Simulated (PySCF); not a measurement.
**FH₂OP, a complex of two parts: interaction energy**

One table from this session's results is given with a row withheld; the runs are named, their logs left out.

Programs: PySCF 2.14.0. All values are calculated, for the isolated system unless a continuum is named. Atoms count from 0, parts from 1.

## The system as given

5 atoms, charge 0, multiplicity 1; geometry: GFN2-xTB. Parts: 1 = atoms 0–1, `F`, charge 0; 2 = atoms 2–4, `O=P`, charge 0.

The first run:

What the job is given:

```
{"job": {"xc": "PBE0", "basis": "def2-SVPD", "d3": "d3bj", "grid": 2, "kind": "geom", "shake": 0.01}, "charge": 0, "multiplicity": 1, "parts": [{"atoms": "0-1", "charge": 0, "multiplicity": 1}, {"atoms": "2-4", "charge": 0, "multiplicity": 1}]}
F     -0.185767    -0.318891    -0.609336
H     -0.212402     0.209847     0.188901
O     -0.207724     1.209911     1.470230
P      0.618865     2.347131     1.991959
H     -0.354549     2.959046     2.917362
```

The run is started by

```bash
> OMP_NUM_THREADS=1 python cluster_run.py task.json out
```

One launch serves the whole session: the jobs run in the order shown.

Among the steps run: Optimising the geometry at PBE0-D3(BJ)/def2-SVPD; Coupled-cluster interaction energy: CCSD(T) and MP2.

One of the session's tables, all rows but one given; the rest of the session is left out.

It belongs to the step «Coupled-cluster interaction energy: CCSD(T) and MP2». 

| method | interaction energy (kcal/mol) |
| --- | --- |
| HF/aug-cc-pVDZ | -7.55 |
| MP2/aug-cc-pVDZ | -6.71 |
| CCSD/aug-cc-pVDZ | -6.92 |
| CCSD(T)/aug-cc-pVDZ | -6.92 |
| HF/aug-cc-pVTZ | -7.72 |
| MP2/aug-cc-pVTZ | ? |
| SCS-MP2/aug-cc-pVTZ | -6.79 |
| MP2, extrapolated | -7.56 |
| CCSD(T), limit estimate | -7.77 |

Q: Estimate the row for MP2/aug-cc-pVTZ from the others.

As computed: interaction energy (kcal/mol): -7.36. In the column «interaction energy (kcal/mol)» it lies between HF/aug-cc-pVDZ (-7.55) and CCSD/aug-cc-pVDZ (-6.92).
